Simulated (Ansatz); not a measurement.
Results of BLYP (plane waves, PAW; Ansatz, a program for electronic structure) for hcp Tc.

Settings: plane-wave cutoff 520 eV, 24×24×12 k mesh (along the axes of the cell as run), Fermi–Dirac smearing 0.05 eV, no spin polarisation, scalar-relativistic PAW data made under PBE.

The cell is scaled about its equilibrium volume:

Shape and atoms are relaxed at each volume.

```
V (Å³/atom)  P (GPa)  c (Å)  a (Å)
-----------  -------  -----  -----
14.461         11.86  4.398  2.756
14.762          5.60  4.426  2.775
15.064          0.00  4.455  2.795
15.365         -5.00  4.482  2.814
15.666         -9.47  4.509  2.833
```

Note: the bulk modulus comes from volumes at which shape and atoms were relaxed.
